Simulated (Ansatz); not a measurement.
## Zone-centre TO phonon frequency of some III–V compounds, all zinc-blende

Method: PBE (PAW; Ansatz, an electronic-structure program). References are measured values at room or unstated temperature, uncorrected unless marked, so that the deviations hold thermal and zero-point effects besides the level's error.

Values in cm⁻¹.

| solid | reference | PBE | deviation (%) |
|---|---|---|---|
| cubic BN | 1055 | 1027 | -2.7 |
| zinc-blende AlAs | 361 | 345 | -4.4 |
| zinc-blende GaP | 366 | 345 | -5.7 |
| zinc-blende InP | 307 | 284 | -7.5 |
| zinc-blende GaAs | 271 | 252 | -7.0 |
| zinc-blende BP | 794 | 800 | +0.8 |

Over these 6 solids the mean deviation is -4.4 %, the mean absolute deviation 4.7 % (median 5.1 %), and the worst case zinc-blende InP at -7.5 %; the value is below the reference in 5 of 6 cases.

Spin–orbit coupling is left out, also for the solids with elements from indium on (zinc-blende InP); its size isn't shown.

Differences are worked out from the printed values.

Each level is taken at its own relaxed cell. Ansatz's density-functional and Hartree–Fock values are scalar-relativistic unless marked +SOC, with PAW data made under PBE.

Not in this set, of the III–V compounds with a reference value in our tables and a result at some level: 3 for a doubt noted on the run at PBE. These can be a level's best or worst cases. At least 1 more with a reference value is held back for tests. Solids without a released value at any level aren't counted. Layered and molecular crystals are counted apart.

References as tabulated in Han and Bester (2011), arXiv:1107.0196; Ioffe Institute, NSM Archive: BN, mechanic properties page; Giannozzi et al., Phys. Rev. B (1991); Ioffe Institute, NSM Archive: InP, mechanic properties page and others.
